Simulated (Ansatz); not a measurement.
```yaml
crystal:
  periodic: [false, false, false]
  atoms:
    - {symbol: Zr, position_ang: [-0.316547, 0.002274, 0.001825]}
    - {symbol: C, position_ang: [1.846262, -0.013262, -0.010644]}
    - {symbol: H, position_ang: [2.208828, -1.064850, -0.007546]}
    - {symbol: H, position_ang: [2.225354, 0.513037, 0.893013]}
    - {symbol: H, position_ang: [2.214815, 0.504051, -0.923801]}
basis:
  gaussian: {orbitals: def2-TZVP}
magnetization: {spin_polarized: true, initial_magnetization: 1}
hamiltonian: {xc: pbe0}
relax: {f_tol: 0.004, max_steps: 80}
```

```sh
$ ansatz run in.yaml --threads 1 --pin off --events-out ev --progress --plain --max-ram 2176MiB
```

Steps of the relaxation (energy above the last step; positions in Å, forces in eV/Å):

```
5
step 1, 11.2 meV
Zr   -0.317    0.002    0.002    0.058   -0.019    0.000
C     1.846   -0.013   -0.011    0.243   -0.002   -0.001
H     2.209   -1.065   -0.008   -0.128    0.422   -0.001
H     2.225    0.513    0.893   -0.089   -0.202   -0.386
H     2.215    0.504   -0.924   -0.084   -0.198    0.389
```

```
5
step 2, 1.2 meV
Zr   -0.317   -0.007    0.002   -0.020   -0.011    0.000
C     1.840   -0.008   -0.011    0.155    0.050   -0.001
H     2.196   -1.051   -0.008   -0.048    0.089    0.000
H     2.235    0.509    0.880   -0.044   -0.064   -0.103
H     2.224    0.500   -0.911   -0.043   -0.063    0.104
```

```
5
step 3, 0.2 meV
Zr   -0.317   -0.014    0.002    0.002   -0.006    0.000
C     1.842   -0.003   -0.011    0.010    0.036    0.000
H     2.186   -1.047   -0.007   -0.006   -0.016    0.000
H     2.239    0.507    0.877   -0.004   -0.007    0.002
H     2.229    0.499   -0.908   -0.004   -0.007   -0.002
```

```
5
step 6, 0.0 meV
Zr   -0.315   -0.024    0.002   -0.001    0.000    0.000
C     1.843    0.005   -0.011    0.000    0.000    0.000
H     2.171   -1.046   -0.007    0.000    0.000    0.000
H     2.245    0.508    0.878    0.000    0.000    0.000
H     2.235    0.499   -0.909    0.000    0.000    0.000
```

Close pairs at the end: C2–H4 1.098 Å, C2–H5 1.098 Å, C2–H3 1.100 Å, Zr1–C2 2.159 Å, Zr1–H3 2.688 Å, Zr1–H4 2.758 Å, Zr1–H5 2.758 Å.

A stationary point of unrestricted PBE0 after 6 steps, with ⟨S²⟩ = 1.351 against 0.75 for a pure state; no frequencies were run, so it isn't proven a minimum. 83 s on 1 thread of Arm Neoverse V1, shared host.
